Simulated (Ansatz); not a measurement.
Reaction (isomerisation): `CC1=CSC1` → `C=CC(C)=S`

Program: Ansatz. Geometries: PBE0-D4/def2-TZVP. ΔE: electronic, gas phase. CCSD(T)/CBS is the MP2 limit (def2-TZVPP, def2-QZVPP) plus CCSD(T) − MP2 in def2-TZVPP, frozen cores. Functionals use def2-TZVPP. B3LYP here is the variant with VWN-RPA as its local correlation; programs differ in this. Each species was taken in one conformer, which may not be the lowest.

CCSD(T)/CBS gives -3.5 kcal/mol.

Q: Another level gave -5.3 kcal/mol. Which?
A. B3LYP-D4/def2-TZVPP
B. CCSD/def2-TZVPP
C. B2PLYP/def2-TZVPP
D. MP2/def2-TZVPP

A: C. B2PLYP -5.3, B3LYP-D4 -6.5, MP2/def2-TZVPP -1.9, CCSD/def2-TZVPP -3.6 kcal/mol.

Largest T1 diagnostic among the species: 0.017.

From PBE to PBE0 (25 % exact exchange), in def2-TZVPP and without D4, ΔE moves by +1.8 kcal/mol. In def2-TZVPP, CCSD(T) changes the Hartree–Fock value by +2.6 kcal/mol (the triples alone add −0.6 kcal/mol) and MP2 by +4.9 kcal/mol.

CCSD(T)/CBS has its own doubt, a few kJ/mol and more with outer-core shells, so smaller differences from it don't rank the levels.
